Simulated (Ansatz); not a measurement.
# The cluster Ge₂H₂: structure and electronic state

Aim: characterise the cluster Ge₂H₂ as a singlet: its structure, frontier levels and distribution of charge.

Program: Ansatz 0.2.0, Gaussian basis. Level of theory: RKS PBE0-D4/def2-TZVP. These are calculated values, not measurements.

Plan: relaxation at r2SCAN-D4/def2-TZVP; a single point at PBE0-D4/def2-TZVP.

1 further run of the same task is left out (set aside as unsound or not needed). Runs told in other sessions of the task aren't counted.

## (1) Starting geometry

4 atoms, charge 0, spin multiplicity 1.

Atoms are counted from 1 here; the program's logs count them from 0.

Bond lengths: Ge1–Ge2 2.425 Å, Ge1–H4 1.668 Å, Ge2–H3 1.669 Å. Angles: Ge2–Ge1–H4 71.1°, Ge1–Ge2–H3 70.8°.

Geometry (Å):

```
Ge    0.5833   -0.1746   -1.1825
Ge    0.2012   -0.6055    1.1726
H     0.2752    1.0429    0.9197
H    -1.0597   -0.2628   -0.9098
```

The start is a GFN2-xTB geometry.

## (2) Optimising with r2SCAN-D4/def2-TZVP

in.yaml reads:

```yaml
crystal:
  periodic: [false, false, false]
  atoms:
    - {symbol: Ge, position_ang: [0.583300, -0.174650, -1.182520]}
    - {symbol: Ge, position_ang: [0.201230, -0.605500, 1.172610]}
    - {symbol: H, position_ang: [0.275170, 1.042920, 0.919710]}
    - {symbol: H, position_ang: [-1.059700, -0.262780, -0.909790]}
basis:
  gaussian: {orbitals: def2-TZVP}
hamiltonian: {xc: r2scan, dispersion: d4}
scf: {omitted_lower_state_checks: [starts]}
output: {orbitals: {seedname: orbitals}}
relax: {f_tol: 0.02, max_steps: 100}
```

On the command line:

```bash
> ansatz run in.yaml --threads 4 --pin off --events-out ev --progress --plain --max-ram 3916MiB
```

Further steps of the session: Single point, PBE0-D4/def2-TZVP.

Q: Predict the results of all the runs planned. Wanted: point group; Ge–Ge bond; HOMO, LUMO at PBE0-D4/def2-TZVP; dipole at r2SCAN-D4/def2-TZVP.

**Answer**, as computed:

| quantity | value |
| --- | --- |
| point group | C2v |
| Ge–Ge bond | 2.356 Å |
| HOMO, LUMO at PBE0-D4/def2-TZVP | -5.73, -1.87 eV |
| dipole at r2SCAN-D4/def2-TZVP | 0.52 D |

What this shows: The relaxation broke 0 and made 2 bonds, so the end is another structure than the start. No usable vibrations, so a minimum isn't proven. The HOMO lies nearest to Ge1, Ge2 about 43 % each; H3, H4 about 7 % each and the LUMO to Ge1, Ge2 about 37 % each; H3, H4 about 13 % each. Whether this spin is the lowest isn't tested here.
